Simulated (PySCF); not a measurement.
# Ways to converge the SCF of MgAl

Aim: find out which solver settings change the answer for MgAl.

Method: method and basis as typed in the scripts; program: PySCF 2.14.0.

3 further runs of the same task are left out: 3 that didn't finish.

## 1. Starting geometry

MgAl: 2 atoms, charge 0, spin multiplicity 2.

Bond lengths: Mg1–Al2 2.550 Å.

## 2. The run that the others are compared with

input.py

```python
from pyscf import gto, scf, mcscf, mrpt

mol = gto.M(
    atom='Mg 0 0 0; Al 0 0 2.55',
    basis='cc-pvdz',
    charge=0,
    spin=1,
    verbose=4,
)
mf = scf.ROHF(mol)
mf.kernel()
mc = mcscf.CASSCF(mf, 6, 5)
mc.kernel()
mc.analyze()
mrpt.NEVPT(mc).kernel()
mf.dip_moment()
print('orbital energies (hartree):', mf.mo_energy[..., max(0, mol.nelec[1]-3):mol.nelec[0]+3].round(4))
```

The run is started by

```bash
$ python input.py
```

Its log is not repeated here.

Base result: E(SCF) = -441.461688 Eh, 8 cycles, E(CAS) − E(SCF) = -0.04627 Eh, NEVPT2 = -0.04738 Eh, μ = 1.67 D (of the SCF density).

The bond length is a typed value, not an optimised one.

## 3. Second-order solver on

Variant 1 changes second-order solver: off → on.

input.py

```python
from pyscf import gto, scf, mcscf, mrpt

mol = gto.M(
    atom='Mg 0 0 0; Al 0 0 2.55',
    basis='cc-pvdz',
    charge=0,
    spin=1,
    verbose=4,
)
mf = scf.ROHF(mol)
mf = mf.newton()
mf.kernel()
mc = mcscf.CASSCF(mf, 6, 5)
mc.kernel()
mc.analyze()
mrpt.NEVPT(mc).kernel()
mf.dip_moment()
print('orbital energies (hartree):', mf.mo_energy[..., max(0, mol.nelec[1]-3):mol.nelec[0]+3].round(4))
```

The run is started by

```bash
$ python input.py
```

## 4. Convergence threshold 1e-13 hartree

Variant 2 changes convergence threshold: default → 1e-13 hartree.

input.py, as its differences from that of step 2:

```diff
@@ -10,2 +10,3 @@
 mf = scf.ROHF(mol)
+mf.conv_tol = 1e-13
 mf.kernel()
```

## 5. Initial guess atom

Variant 3 changes initial guess: minao → atom.

input.py, as its differences from that of step 2:

```diff
@@ -10,2 +10,3 @@
 mf = scf.ROHF(mol)
+mf.init_guess = 'atom'
 mf.kernel()
```

## 6. Level shift 0.3 hartree

Variant 4 changes level shift: none → 0.3 hartree.

input.py, as its differences from that of step 2:

```diff
@@ -10,2 +10,3 @@
 mf = scf.ROHF(mol)
+mf.level_shift = 0.3
 mf.kernel()
```

Q: Predict the outcome of this session. Wanted: for each run, E(SCF); from base; SCF dipole; after the SCF.

The runs gave:

| run | E(SCF) (hartree) | from base (eV) | cycles | SCF dipole (D) | after the SCF |
| --- | --- | --- | --- | --- | --- |
| base | -441.461688 | 0 | 8 | 1.67 | NEVPT2 correlation -2.548 eV (from the SCF energy, the CASSCF gain included) |
| second-order solver on | -441.461688 | 0.0000 | 3 macro | 1.67 | NEVPT2 correlation -2.548 eV (from the SCF energy, the CASSCF gain included) |
| convergence threshold 1e-13 hartree | -441.461688 | 0.0000 | 13 | 1.67 | NEVPT2 correlation -2.548 eV (from the SCF energy, the CASSCF gain included) |
| initial guess atom | -441.461688 | 0.0000 | 8 | 1.67 | NEVPT2 correlation -2.548 eV (from the SCF energy, the CASSCF gain included) |
| level shift 0.3 hartree | -441.461688 | 0.0000 | 16 | 1.67 | NEVPT2 correlation -2.548 eV (from the SCF energy, the CASSCF gain included) |

Distance from each run's final energy (log10 hartree) by cycle:

| run | cycle 1 | cycle 2 | cycle 3 | cycle 5 | cycle 8 | cycle 12 |
| --- | --- | --- | --- | --- | --- | --- |
| base | -1.9 | -3.1 | -3.8 | -6.5 | -10.1 | done |
| second-order solver on | -6.2 | < -11 | < -11 | done | done | done |
| convergence threshold 1e-13 hartree | -1.9 | -3.1 | -3.8 | -6.5 | -9.9 | < -11 |
| initial guess atom | -2.2 | -3.3 | -4.0 | -6.6 | -10.3 | done |
| level shift 0.3 hartree | -1.9 | -2.4 | -2.9 | -3.7 | -5.0 | -7.2 |

What this shows: The SCF energy stays the same, to the digits that matter, with second-order solver on or convergence threshold 1e-13 hartree or initial guess atom or level shift 0.3 hartree. The base needs 8 cycles and the run with level shift 0.3 hartree needs 16.
